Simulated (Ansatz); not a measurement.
Born–Oppenheimer molecular dynamics of CH₃OSi (6 atoms, charge -1, multiplicity 1). It starts at the highest image of a converged band, a first-order saddle point between two minima.

Computed with Ansatz, RKS LDA/def2-TZVP.

```yaml
ensemble: NVE (velocity Verlet)
time_step: 0.5 fs
steps_asked: 200
starting_velocities_drawn_for: 100 K
seed: 5546
```

Frames 1 fs apart, positions in Å, forces in eV/Å.

Velocities at 40.0 fs (Å/ps):

```
C 1.03 -4.07 11.04
O -1.71 -3.49 -9.68
Si -1.29 -2.44 -0.35
H -4.73 38.55 -14.51
H -1.37 7.59 -5.72
H 57.00 125.89 52.09
```

```xyz
6
Properties=species:S:1:pos:R:3:forces:R:3 time_fs=40.0 energy_less_start_eV=-1.372 T=2751
C 0.010 0.025 -0.415 1.91 -0.28 -0.46
O -0.468 -0.471 0.721 -1.40 0.48 -0.43
Si -0.389 1.763 0.236 -0.77 -0.70 1.73
H -0.610 -0.006 -1.377 -0.21 -0.09 0.39
H 1.042 -0.323 -0.722 -0.07 0.08 0.06
H -0.010 1.490 1.845 0.54 0.51 -1.28
6
Properties=species:S:1:pos:R:3:forces:R:3 time_fs=41.0 energy_less_start_eV=-1.371 T=2750
C 0.012 0.021 -0.404 1.86 0.07 -1.31
O -0.470 -0.475 0.711 -1.49 0.41 0.10
Si -0.390 1.760 0.236 -0.69 -0.54 1.95
H -0.615 0.032 -1.389 -0.01 -0.18 0.72
H 1.040 -0.316 -0.728 -0.03 -0.02 0.08
H 0.049 1.618 1.890 0.36 0.25 -1.54
6
Properties=species:S:1:pos:R:3:forces:R:3 time_fs=42.0 energy_less_start_eV=-1.332 T=2675
C 0.015 0.016 -0.394 1.81 0.46 -2.07
O -0.473 -0.478 0.702 -1.58 0.31 0.66
Si -0.392 1.758 0.236 -0.62 -0.35 2.08
H -0.621 0.069 -1.395 0.15 -0.27 0.93
H 1.038 -0.308 -0.732 0.05 -0.13 0.09
H 0.112 1.749 1.921 0.20 -0.02 -1.68
6
Properties=species:S:1:pos:R:3:forces:R:3 time_fs=43.0 energy_less_start_eV=-1.275 T=2565
C 0.020 0.013 -0.386 1.76 0.84 -2.66
O -0.477 -0.481 0.692 -1.66 0.19 1.18
Si -0.394 1.755 0.238 -0.55 -0.16 2.13
H -0.625 0.102 -1.391 0.24 -0.37 1.00
H 1.036 -0.301 -0.736 0.15 -0.23 0.09
H 0.177 1.879 1.936 0.06 -0.27 -1.74
6
Properties=species:S:1:pos:R:3:forces:R:3 time_fs=44.0 energy_less_start_eV=-1.220 T=2459
C 0.026 0.010 -0.380 1.69 1.16 -3.04
O -0.482 -0.483 0.684 -1.69 0.09 1.61
Si -0.396 1.752 0.240 -0.48 0.01 2.14
H -0.627 0.132 -1.378 0.29 -0.46 0.93
H 1.036 -0.297 -0.739 0.24 -0.31 0.09
H 0.242 2.007 1.935 -0.06 -0.49 -1.73
6
Properties=species:S:1:pos:R:3:forces:R:3 time_fs=45.0 energy_less_start_eV=-1.179 T=2381
C 0.034 0.007 -0.377 1.61 1.36 -3.17
O -0.488 -0.486 0.676 -1.65 0.06 1.92
Si -0.398 1.749 0.242 -0.41 0.16 2.11
H -0.626 0.158 -1.356 0.30 -0.53 0.73
H 1.039 -0.296 -0.741 0.31 -0.37 0.09
H 0.307 2.130 1.916 -0.16 -0.68 -1.67
6
Properties=species:S:1:pos:R:3:forces:R:3 time_fs=46.0 energy_less_start_eV=-1.157 T=2337
C 0.043 0.006 -0.376 1.52 1.44 -3.04
O -0.495 -0.489 0.670 -1.52 0.09 2.06
Si -0.401 1.746 0.246 -0.34 0.26 2.06
H -0.622 0.179 -1.328 0.25 -0.57 0.41
H 1.044 -0.298 -0.742 0.34 -0.38 0.09
H 0.370 2.246 1.882 -0.25 -0.84 -1.58
6
Properties=species:S:1:pos:R:3:forces:R:3 time_fs=47.0 energy_less_start_eV=-1.147 T=2319
C 0.053 0.007 -0.377 1.45 1.38 -2.63
O -0.503 -0.491 0.664 -1.31 0.21 2.04
Si -0.403 1.743 0.250 -0.26 0.33 1.99
H -0.616 0.194 -1.295 0.13 -0.58 -0.04
H 1.052 -0.304 -0.742 0.30 -0.37 0.11
H 0.431 2.355 1.833 -0.32 -0.97 -1.47
6
Properties=species:S:1:pos:R:3:forces:R:3 time_fs=48.0 energy_less_start_eV=-1.142 T=2308
C 0.064 0.008 -0.381 1.40 1.20 -2.01
O -0.512 -0.494 0.660 -1.02 0.39 1.89
Si -0.406 1.741 0.255 -0.18 0.36 1.91
H -0.609 0.203 -1.263 -0.03 -0.56 -0.58
H 1.064 -0.313 -0.742 0.21 -0.31 0.13
H 0.489 2.454 1.769 -0.38 -1.09 -1.35
6
Properties=species:S:1:pos:R:3:forces:R:3 time_fs=49.0 energy_less_start_eV=-1.137 T=2298
C 0.076 0.010 -0.386 1.32 0.96 -1.29
O -0.521 -0.496 0.657 -0.68 0.62 1.63
Si -0.408 1.738 0.261 -0.10 0.36 1.80
H -0.602 0.208 -1.237 -0.20 -0.53 -1.09
H 1.077 -0.325 -0.740 0.08 -0.23 0.15
H 0.543 2.543 1.692 -0.42 -1.18 -1.21
6
Properties=species:S:1:pos:R:3:forces:R:3 time_fs=50.0 energy_less_start_eV=-1.137 T=2300
C 0.090 0.013 -0.392 1.11 0.73 -0.65
O -0.531 -0.498 0.656 -0.31 0.88 1.31
Si -0.411 1.736 0.267 -0.04 0.31 1.66
H -0.597 0.207 -1.221 -0.26 -0.51 -1.44
H 1.091 -0.340 -0.736 -0.05 -0.15 0.17
H 0.594 2.621 1.605 -0.45 -1.26 -1.06
6
Properties=species:S:1:pos:R:3:forces:R:3 time_fs=51.0 energy_less_start_eV=-1.154 T=2333
C 0.104 0.017 -0.399 0.69 0.55 -0.22
O -0.541 -0.500 0.654 0.07 1.14 0.96
Si -0.414 1.733 0.274 0.01 0.23 1.49
H -0.594 0.201 -1.218 -0.14 -0.54 -1.50
H 1.105 -0.356 -0.731 -0.15 -0.06 0.18
H 0.639 2.686 1.506 -0.47 -1.32 -0.91
```

Of the whole run (100 fs, mean temperature of the second half 2881 K): The conserved energy stayed within 0.25 meV per atom of its start (net change 0.011 meV per atom), so the integration is sound. The system heated up, since it started high on the potential surface and ran downhill. A run of 0.1 ps of so small a system gives no equilibrium averages. The orbitals stay closed-shell, which can raise the energy where a bond breaks towards radicals; this wasn't checked here. Limits of this set-up: an anion without diffuse functions, the dipole of an ion depends on the origin.

Run time: 100 s on 2 threads of Intel(R) Xeon(R) Platinum 8488C (Sapphire Rapids) (shared host), peak memory 0.19 GiB.
